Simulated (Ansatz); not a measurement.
A nudged elastic band was laid between two geometries of BH4N + H4Si (11 atoms, charge 0, multiplicity 1).

The calculation used RKS PBE-D4/6-31G* (Ansatz 0.2.0).

```json
{"movable images": "5", "climbing image": "yes", "spring": "5.0 eV/Å²", "optimiser": "quadratic models (default)", "start path": "through a guess of the saddle point", "force threshold": "0.05 eV/Å", "iteration limit": "60", "end points": "relaxed"}
```

First end point:

```xyz
11
Properties=species:S:1:pos:R:3
B -0.206 -0.760 -0.524
H -0.255 -1.597 0.342
N 0.994 -0.066 -0.722
H 1.835 -0.230 -0.170
H 1.117 0.653 -1.433
H -1.148 -0.498 -1.230
Si 0.413 2.649 1.359
H 0.302 3.886 2.200
H 1.453 2.883 0.304
H -0.908 2.366 0.716
H 0.827 1.502 2.228
```

Last end point:

```xyz
11
Properties=species:S:1:pos:R:3
B 0.224 0.591 -0.415
H -0.307 -0.975 2.711
N 1.265 0.267 -1.291
H 1.342 -0.637 -1.758
H 2.024 0.904 -1.529
H -0.619 -0.252 -0.218
Si 0.162 2.420 0.452
H 0.229 2.337 1.954
H 1.308 3.300 0.014
H -1.107 3.161 0.125
H -0.095 -0.327 3.026
```

What changes between the two ends?

Bonds broken: B1–H2, Si7–H11. Bonds formed: B1–Si7, H2–H11. BH4N + H4Si becomes BH6NSi + H2.

Give the energies along the band, and the barrier.

The forces met the threshold. The highest image is number 3 of 0 to 6, 137.4 kJ/mol above the first end and 106.5 kJ/mol above the last; the last end lies 30.9 kJ/mol above the first. Neighbouring images differ by up to 1.2 eV, so the band resolves the path poorly. A vibrational analysis at the climbing image gives one clearly imaginary mode, 641i cm⁻¹: a first-order saddle point. The orbitals stay closed-shell, which can raise the energy where a bond breaks towards radicals; this wasn't checked here.

```tsv
image	path coordinate (Å)	energy (kJ/mol)	B1–H2 (Å)	Si7–H11 (Å)	B1–Si7 (Å)
0	0.00	0.0	1.21	1.50	3.94
1	1.68	3.2	1.21	1.50	3.70
2	3.37	21.1	1.21	1.50	3.00
3	5.05	137.4	1.31	2.04	2.08
4	6.46	48.1	2.36	2.85	2.03
5	7.86	34.2	3.04	3.51	2.03
6	9.26	30.9	3.54	3.77	2.03
```

What is the geometry of the highest image?


```xyz
11
Properties=species:S:1:pos:R:3
B 0.186 0.310 0.082
H -0.219 -0.582 0.951
N 1.583 -0.024 -0.308
H 1.651 -0.894 -0.843
H 2.025 0.704 -0.872
H -0.848 0.258 -0.565
Si 0.036 2.277 0.746
H 0.907 2.666 1.907
H 0.517 3.056 -0.447
H -1.374 2.685 1.059
H -0.040 0.332 1.360
```

The run took 3.5 min on 1 thread of Arm Neoverse V1 (shared host), peak memory 0.13 GiB.
